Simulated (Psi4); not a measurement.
**NS (Mononitrogen monosulfide): a line through the functionals**

NS: 2 atoms, total charge 0, spin state doublet. SMILES: `[N]=S`. The shape is that of a PBE0-D4/def2-TZVP optimisation.

The electronic atomisation energy y, in eV, basis cc-pVTZ; a is the functional's share of exact exchange. Programs: Psi4 1.11.

| functional | program | a | y (eV) |
| --- | --- | --- | --- |
| UBLYP | Psi4 | 0 | 5.25 |
| U-r2SCAN | Psi4 | 0 | 4.77 |
| UTPSSh | Psi4 | 0.1 | 4.74 |
| UB3LYP | Psi4 | 0.2 | ? |
| UPBE0 | Psi4 | 0.25 | 4.74 |
| UBHLYP | Psi4 | 0.5 | 4.02 |

Task: Fit y = c + s·a to the known rows and predict UB3LYP.

Result: 
1. Means of the 5 rows: a = 0.1700, y = 4.704.
2. Σ(Δa)² = 0.178, Σ(Δa·Δy) = -0.3294, so the slope is -0.3294/0.178 = -1.8506.
3. Intercept: 4.704 − (-1.8506) × 0.1700 = 5.019. The largest residual of the fit is 0.25.
4. UB3LYP: 5.019 + (-1.8506) × 0.2 = 4.65 eV.

The run gave 4.83 eV, so the prediction is off by -0.18 eV, within the scatter of the fit. The rows mix families of semi-local functionals, which the line can't see.
